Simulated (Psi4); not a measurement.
Psi4 timings: Si2H6O (disiloxane)

The species is Si2H6O (9 atoms), meant as a singlet with charge 0. As SMILES, `[SiH3]O[SiH3]`. The shape is that of a PBE0-D4/def2-TZVP optimisation.

```xyz
9

Si   -0.7103    1.0527   -0.9195
O     0.4255    0.0910   -0.2454
Si    0.7756   -1.0388    0.8818
H    -1.7873    0.2266   -1.5257
H    -0.0606    1.8724   -1.9702
H    -1.3062    1.9428    0.1113
H     2.2243   -1.3431    0.8000
H    -0.0093   -2.2756    0.6288
H     0.4483   -0.5279    2.2389
```

Program: Psi4 1.11. Hardware: 1 thread of Intel Xeon at 2.50GHz (Skylake/Cascade Lake), shared host, so times are rough. Two-electron integrals are exact unless an approximation is named.

Problem. Estimate their order by wall time, quickest first.
A. energy at MP2/cc-pVDZ, 11 core orbitals frozen
B. energy of the triplet at UCCSD(T)/cc-pVDZ, 11 core orbitals frozen
C. energy of the triplet at UHF/STO-3G

Solution. C (5.1 s), A (38 s), B (3 min).
